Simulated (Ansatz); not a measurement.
# BH3O: taking an electron away

How much energy removes an electron from BH3O at fixed geometry? The cation is run at each level and the neutral's energy taken from earlier runs.

Computed with Ansatz 0.2.0, Gaussian basis. Level: unrestricted cation, the program's frozen cores in correlated methods.

The runs, in order: UKS PBE-D4/def2-TZVPP; UKS r2SCAN-D4/def2-TZVPP; UKS PBE0-D4/def2-TZVPP; UKS B3LYP-D4/def2-TZVPP; UKS wB97X-V/def2-TZVPP; UKS wB97M-V/def2-TZVPP; UKS B2PLYP/def2-TZVPP; UHF-CCSD(T)/def2-TZVPP; UHF-MP2/def2-QZVPP; extrapolation to the limit; then −ε(HOMO) from the neutral's earlier runs with LDA (SPW92), PBE-D4, revPBE-D4, BLYP-D4, r2SCAN-D4, B97M-V, PBE0-D4, B3LYP-D4, r2SCANh-D4, r2SCAN0-D4, HSE06-D4, BHLYP-D4, CAM-B3LYP-D4, LC-ωPBE, ωB97X-V, ωB97M-V.

1 further run of the same task is left out (it didn't finish).

### 1 The relaxed structure

The geometry comes from an earlier relaxation with PBE0-D4 in a triple-zeta def2 set; it is a stationary point.

SMILES `BO`, 5 atoms, charge 0, spin multiplicity 1.

Atoms are counted from 1 here; the program's logs count them from 0.

Bond lengths: B1–O2 1.348 Å, B1–H3 1.196 Å, B1–H4 1.202 Å, O2–H5 0.961 Å. Angles: O2–B1–H3 116.8°, O2–B1–H4 120.7°, H3–B1–H4 122.5°, B1–O2–H5 113.5°.

### 2 Cation, UKS PBE-D4/def2-TZVPP

File in.yaml:

```yaml
crystal:
  periodic: [false, false, false]
  atoms:
    - {symbol: B, position_ang: [-0.226553, -0.352828, 0.074736]}
    - {symbol: O, position_ang: [0.413452, 0.801776, 0.345859]}
    - {symbol: H, position_ang: [-0.820338, -0.865465, 0.977791]}
    - {symbol: H, position_ang: [-0.190617, -0.828933, -1.028104]}
    - {symbol: H, position_ang: [0.873957, 1.171750, -0.411682]}
basis:
  gaussian: {orbitals: def2-TZVPP}
total_charge: 1
magnetization: {spin_polarized: true, initial_magnetization: 1}
hamiltonian: {xc: pbe, dispersion: d4}
```

Further steps of the session: Cation, UKS r2SCAN-D4/def2-TZVPP; Cation, UKS PBE0-D4/def2-TZVPP; Cation, UKS B3LYP-D4/def2-TZVPP; Cation, UKS wB97X-V/def2-TZVPP; Cation, UKS wB97M-V/def2-TZVPP; Cation, UKS B2PLYP (frozen core)/def2-TZVPP; Cation, UHF-CCSD(T)/def2-TZVPP; Cation, UHF-MP2/def2-QZVPP.

Q: Predict the results of all the runs planned. Wanted: ionisation energy, CCSD(T)/CBS; nearest functional by difference; nearest −ε(HOMO); −ε(HOMO) of PBE; T1 of the cation.

**Answer**, as computed:

| quantity | value |
| --- | --- |
| ionisation energy, CCSD(T)/CBS | 12.16 eV |
| nearest functional by difference | ωB97X-V (-0.24 eV) |
| nearest −ε(HOMO) | LC-ωPBE (-0.43 eV) |
| −ε(HOMO) of PBE | 7.36 eV |
| T1 of the cation | 0.033 |

**Reading.** Energy differences with functionals land within 0.72 eV of the reference. −ε(HOMO) of PBE misses by 4.8 eV, since self-interaction lifts the level. Among orbital estimates LC-ωPBE comes nearest. Hartree-Fock falls 0.55 eV short, as the neutral has more correlation energy than the cation. The cation's T1 (from the report) is 0.033, near the customary mark of 0.045 for open shells, so the coupled-cluster value is less safe.
